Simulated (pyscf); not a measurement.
A first-order saddle from PySCF, ωB97X-D3(BJ)/def2-SVP:

```xyz
11

Si    -0.9886     0.9440     1.3324
N      0.5921     0.4369     0.8216
Si     1.2206     0.3668    -0.8042
H     -1.0497     2.4728     1.7530
H     -1.4252     0.1570     2.5243
H     -1.9321     0.7588     0.1940
H      1.2650     0.2737     1.5675
H      2.1767     1.4754    -1.1045
H      0.0568     0.4702    -1.7276
H      1.9418    -0.9200    -1.0336
H     -1.0625     3.6580     2.0566
```
Charge 0, spin multiplicity 2.

Surface: doublet, charge 0. Lowest wavenumbers (cm⁻¹): 864i, 58, 64, 158, 214.

Question: Name the species on either side of this saddle.

Answer: H₃Si–NH–SiH₃ + H atom (H•) <-> •H₂Si–NH–SiH₃ + hydrogen (H₂), a hydrogen abstraction read from left to right: H–Si broken and H–H formed. At ωB97M-D3(BJ)/def2-TZVP it lies +18.0 kJ/mol from the left side and +68.2 kJ/mol from the right (each side as separated species at their lowest minima found). This is the saddle that the search found; another between the same sides may lie lower. The angle at the transferred H is 178°.
